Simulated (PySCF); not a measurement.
**Spin states of C₂⁺**

Unrestricted PBE0; PySCF, no relativity, basis sets C cc-pVDZ. Outer shells of the fragments: C+ 2s2 2p1; C 2s2 2p2.

Followed along the bond (rough minima from three points):

```
2Ms+1   unpaired  ⟨S²⟩ at the start  R at minimum (Å)  Te (eV)
    4  σ ↑, π ↑↑               3.75              1.41     0.00
    2  σ ↓, π ↑↑               1.78              1.42     0.53
    2  σ ↑, π ↑↓               1.76              1.42     0.60
    2        σ ↑               0.76              1.44     1.67
```

Solutions found at the starting distance of 1.520 Å, counted from the lowest of them; the search is not exhaustive and high or unbound solutions are not listed, so other states can lie among these:

```csv
2Ms+1,unpaired,term,E (eV),⟨S²⟩,⟨Lz²⟩
4,"σ ↑, π ↑↑",⁴Σ⁻,0.00,3.75,0.00
2,"σ ↓, π ↑↑",mixed,0.50,1.78,0.00
2,"σ ↑, π ↑↓",mixed,0.57,1.76,2.01
2,σ ↑,mixed,1.59,0.76,2.00
2,π ↑,mixed,1.72,1.64,1.04
2,π ↑,²Π,1.76,0.75,1.00
4,"σ ↑↑, π ↑",⁴Π,2.87,3.75,1.00
4,"σ ↑, π ↑↑",mixed,4.17,3.76,2.01
4,π ↑↑↑,⁴Π,4.44,3.76,1.00
```

A term symbol is given only where ⟨S²⟩ and ⟨Lz²⟩ are close to those of a pure state; real π, δ and φ orbitals otherwise mix terms, and g/u labels are left off.
